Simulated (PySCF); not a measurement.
PySCF input file for chloroform (CHCl3), SMILES ClC(Cl)Cl, PBE0/pcSseg-2. Geometry optimised at PBE-D3(BJ)/def2-SVP.

```python
import numpy as np
from pyscf import gto, scf, dft
from pyscf.prop.nmr import rks as nmr

mol = gto.M(
    atom='''
    Cl    1.47298381   -0.85042760   -0.08394378
    C     0.00000000    0.00000000    0.45399845
    Cl    0.00000001    1.70085520   -0.08394378
    Cl   -1.47298382   -0.85042760   -0.08394378
    H     0.00000000    0.00000000    1.55714185
    ''',
    basis='pcSseg-2',
    charge=0,
    spin=0,
    max_memory=1600,
    verbose=3,
)
mf = dft.RKS(mol, xc='pbe0').density_fit(auxbasis='def2-universal-jkfit')
mf.grids.level = 3
mf.conv_tol = 1e-10
mf.max_cycle = 100
mf.kernel()
n = nmr.NMR(mf)
n.verbose = 2
n.max_cycle_cphf = 60
sigma = n.kernel()
print('atom   isotropic/ppm   span/ppm')
for i, s in enumerate(sigma):
    w = np.linalg.eigvalsh((s + s.T) / 2)
    print(f'{mol.atom_symbol(i):2s}{i + 1:3d} {w.mean():14.3f} {w[2] - w[0]:11.3f}')
```

Output:

```
converged SCF energy = -1418.87814440577
atom   isotropic/ppm   span/ppm
Cl  1        527.306     800.471
C   2         73.789      64.393
Cl  3        527.302     800.482
Cl  4        527.306     800.471
H   5         23.589       5.475
```

The run converged.

Cost: roughly 40 core-seconds.
